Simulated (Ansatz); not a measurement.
**How the elastic constant C66 of hcp Zr moves with the method**

No measured value is used here.

```csv
level (code),value (GPa),cell (Å³/atom)
LDA (Ansatz),32.5,21.78
PBE (Ansatz),39.2,23.39
PBEsol (Ansatz),39.1,22.46
r²SCAN (Ansatz),44.1,23.50
HSE06 (Ansatz),?,23.49
```

Q: Fill in the missing entries.

A: 
- HSE06 (Ansatz, a quantum-chemistry and plane-wave program), value (GPa): 48.0

HSE06: hybrids on metals are sensitive to the k mesh. Each level is taken at its own relaxed cell. Cutoffs and k meshes differ between the levels. Ansatz's density-functional and Hartree–Fock values are scalar-relativistic unless marked +SOC, with PAW data made under PBE.
